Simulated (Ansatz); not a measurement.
# SiO+ (quartet): the correlation ladder at distance Si1–O2 = 2.779 Å, 6-31G

Aim: climb from Hartree-Fock through coupled cluster and multireference methods for SiO+ (quartet) at one geometry and basis, and see what each rung misses.

Method: 6-31G, core rule «outside noble gas», up to 6 orbitals frozen; program: Ansatz 0.2.0, Gaussian basis.

The runs, in order: UHF; CCSD(T) on ROHF; CCSD(T) on UHF; BCCD(T) on ROHF; CISD; CCSDT(Q) on ROHF; CCSDT(Q) on UHF; CISDTQ; CCSDTQ on ROHF; CCSDTQ on UHF; CASSCF and MRCISD+Q, 5 electrons in 5 orbitals; CASSCF and NEVPT2, 5 electrons in 5 orbitals; CASSCF and MRCISD+Q, 9 electrons in 8 orbitals; CASSCF and NEVPT2, 9 electrons in 8 orbitals; Full CI.

19 further runs of the same task are left out: 12 that didn't finish, 7 set aside as unsound or not needed.

## Step 1: What is computed

The geometry derives from a PBE0/def2-TZVP stationary point (not a proven minimum). One bond is set to the value named and the two fragments are kept rigid.

2 atoms, charge 1, spin multiplicity 4.

Atoms are counted from 1 here; the program's logs count them from 0.

No contacts short enough for the rule that draws bonds.

## Step 2: UHF

in.yaml reads:

```yaml
crystal:
  periodic: [false, false, false]
  atoms:
    - {symbol: Si, position_ang: [0.000000, 0.000000, 0.000000]}
    - {symbol: O, position_ang: [0.000000, 0.000000, 2.779000]}
basis:
  gaussian: {orbitals: 6-31G}
total_charge: 1
magnetization: {spin_polarized: true, initial_magnetization: 3}
hamiltonian: {xc: hf}
output: {orbitals: {seedname: orbitals}}
```

On the command line:

```bash
> ansatz run in.yaml --threads 1 --pin off --events-out ev --progress --plain --max-ram 2393MiB
```

Further steps of the session: CCSD(T) on ROHF; CCSD(T) on UHF; BCCD(T) on ROHF; CISD; CCSDT(Q) on ROHF; CCSDT(Q) on UHF; CISDTQ; CCSDTQ on ROHF; CCSDTQ on UHF; CASSCF and MRCISD+Q, 5 electrons in 5 orbitals; CASSCF and NEVPT2, 5 electrons in 5 orbitals; CASSCF and MRCISD+Q, 9 electrons in 8 orbitals; CASSCF and NEVPT2, 9 electrons in 8 orbitals; Full CI.

Before running them: what should the planned runs give, taken together? Wanted: FCI below the RHF energy; RMP2 from FCI; UMP2 from FCI; RCCSD from FCI; RCCSD(T) from FCI; UCCSD(T) from FCI; RCCSDT(Q) from FCI; UCCSDT(Q) from FCI; NEVPT2 pair from FCI.

As calculated:

| quantity | value |
| --- | --- |
| FCI below the RHF energy | -2.5864 eV |
| RMP2 from FCI | +61.5 kJ/mol |
| UMP2 from FCI | +58.5 kJ/mol |
| RCCSD from FCI | +2.9 kJ/mol |
| RCCSD(T) from FCI | +0.9 kJ/mol |
| UCCSD(T) from FCI | +0.8 kJ/mol |
| RCCSDT(Q) from FCI | 0.0 kJ/mol |
| UCCSDT(Q) from FCI | -0.1 kJ/mol |
| NEVPT2 pair from FCI | +52.7 kJ/mol |
| NEVPT2 valence from FCI | +52.1 kJ/mol |
| MRCISD+Q valence from FCI | +2.4 kJ/mol |
| levels within 1 kcal/mol (43 meV) | RCCSD, UCCSD, RCCSD(T), UCCSD(T), BCCD(T), RCCSDT, UCCSDT, CISDTQ, RCCSDT(Q), UCCSDT(Q), RCCSDTQ, UCCSDTQ, MRCISD+Q valence |
| T1 diagnostic | 0.018 |
| effectively unpaired electrons | 3.04 |

What this shows: RCCSD(T) lands +0.9 kJ/mol from the yardstick (0.4 % of the correlation energy). One determinant dominates. Of the multireference levels listed MRCISD+Q valence comes nearest in total energy (+2.4 kJ/mol), which doesn't show that its space is the better one. These misses are within one basis, not against nature; the frozen cores of restricted and unrestricted runs differ, which can shift their rows.
